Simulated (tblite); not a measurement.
A structure optimised at GFN2-xTB (Å):
```
atom  x, y, z in Å
C1     0.5576    0.8187    0.3707
C2     1.0092   -0.4257    0.6775
S3    -0.2716   -1.5671    0.5695
C4    -1.3187   -0.2569    0.1153
N5    -0.7566    0.8914    0.0570
H6     1.1477    1.7167    0.3597
H7     1.9960   -0.7352    0.9547
H8    -2.3546   -0.4324   -0.0941
```

Charge 0, singlet.

(1) Read off the bonds between heavy atoms and their formal orders.

(2) Give the structure as a SMILES string.

(3) What is the point group of this geometry?

(4) Which rings does it hold?

(5) Describe the place of each heavy atom.

(6) What is the arrangement about N5?

(7) What is the arrangement about C2?

## Answers

(1) C1–C2 1.36 Å (aromatic); C2–S3 1.72 Å (aromatic); S3–C4 1.74 Å (aromatic); C4–N5 1.28 Å (aromatic); C1–N5 1.35 Å (aromatic). Bonds to hydrogen (Å): C1–H6 1.07; C2–H7 1.07; C4–H8 1.07. The orders are those of one drawing; other resonance forms can be drawn.

(2) `c1cscn1`, C3H3NS. Among its features: pyridine-type ring nitrogen and aromatic ring with sulfur.

(3) Cs (tolerance 0.08 Å).

(4) C1–C2–S3–C4–N5 (5 members, 0.00 Å rms from planarity).

(5) C1: aromatic CH next to a ring nitrogen; C2: aromatic CH next to a ring sulfur; S3: thiophene-type sulfur; C4: aromatic CH next to a ring nitrogen; N5: pyridine-type nitrogen.

(6) It has 2 neighbours (C4, C1) and is bent (angle 111.6°).

(7) It has 3 neighbours (C1, S3, H7) and is planar (angles 129.0°, 120.7° and 110.3°, sum 360.0°, 0.00 Å off the plane of its three neighbours).

The numbers are calculated, not measured.
